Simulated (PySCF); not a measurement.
Field gradients at the hydrogen positions

Compound: C5H8.
SMILES with atom numbers: `[CH2:1]=[C:2]=[CH:3][CH2:4][CH3:5]` (hydrogens: H6, H7 on C1; H8 on C3; H9, H10 on C4; H11, H12, H13 on C5)

Structure used (PBE0-D3(BJ)/def2-SVP), in Å, numbered top down from 1:
```
atom  x, y, z in Å
C1     2.7379   -0.0484    0.3348
C2     1.5393   -0.1403   -0.1823
C3     0.3371   -0.2219   -0.6965
C4    -0.8509    0.5955   -0.2666
C5    -1.9544   -0.2567    0.3504
H6     3.4874    0.6311   -0.0852
H7     3.0314   -0.6494    1.2025
H8     0.1676   -0.9657   -1.4878
H9    -1.2502    1.1289   -1.1474
H10   -0.5226    1.3685    0.4453
H11   -2.8248    0.3586    0.6248
H12   -1.5969   -0.7666    1.2579
H13   -2.3006   -1.0326   -0.3509
```

Level: PBE0/pcSseg-1 (PySCF, non-relativistic); Q(2H) = 0.00286 b; rigid geometry, the same for H and D, with no vibrational averaging.

Question: Rank these positions by the coupling χzz of a deuteron there, largest first.
A. H13 (methyl hydrogen)
B. H8 (hydrogen on carbon)
C. H9 (methylene hydrogen)
D. H6 (hydrogen on carbon)

Answer: D (205 kHz), B (200 kHz), A (195 kHz), C (190 kHz).

Give the electric field gradient Vzz (the principal value of largest size), its asymmetry and the 2H coupling at each hydrogen.

```tsv
atom	bonded to	bond length (Å)	Vzz (au)	η	χzz (kHz)
H6	C1	1.095	0.3055	0.07	205
H7	C1	1.096	0.3053	0.06	205
H8	C3	1.099	0.2970	0.08	200
H9	C4	1.104	0.2824	0.02	190
H10	C4	1.101	0.2859	0.03	192
H11	C5	1.101	0.2926	0.02	197
H12	C5	1.101	0.2909	0.02	196
H13	C5	1.102	0.2902	0.03	195
```

How does χzz go with the bond length over the 8 C–H bonds?

A straight-line fit has a slope of -17.9 kHz for each 0.01 Å, with a correlation coefficient of -0.97, over lengths from 1.095 to 1.104 Å. The longer bonds have the smaller couplings here.

A static deuteron (I = 1) shows a doublet split by (3/2)χ, (3/4)χ(1 + η) and (3/4)χ(1 − η) with the field along z, y and x of the gradient. What are these for H13?

With |χ| = 195.0 kHz and η = 0.030: 293, 151 and 142 kHz, to first order and without motion.

Geometry: PBE0-D3(BJ)/def2-SVP, one conformer, isolated molecule. A larger basis could move these couplings by a tenth or more.
